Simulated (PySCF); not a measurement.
# P: ionisation energy

P [Ne] 3s2 3p3 (4S) → P⁺ [Ne] 3s2 3p2 (3P), as a difference of total energies. Calculation: PySCF 2.14, in x2c-TZVPPall (5s5p3d1f, 42 functions); scalar relativity by spin-free X2C-1e. Correlated levels: valence and next inner shell: 1s2 frozen. The calculations carry no spin-orbit coupling.

| method | ionisation energy (eV) |
| --- | --- |
| UHF | 9.897 |
| MP2 (valence and next inner shell) | 10.470 |
| SCS-MP2 (valence and next inner shell) | 10.296 |
| CCSD (valence and next inner shell) | 10.401 |
| CCSD(T) (valence and next inner shell) | 10.440 |

Question: How much does correlation contribute at CCSD(T) (valence and next inner shell)?

Answer: 10.440 − (9.897) = 0.543 eV, measured against UHF.

A first-order spin-orbit estimate (lowest level to lowest level, LS coupling) adds -0.035 eV.

Errors of the correlated levels include the incompleteness of this basis and the frozen core.

For comparison: 10.487 eV (measured; NIST Atomic Spectra Database, ionization energies).
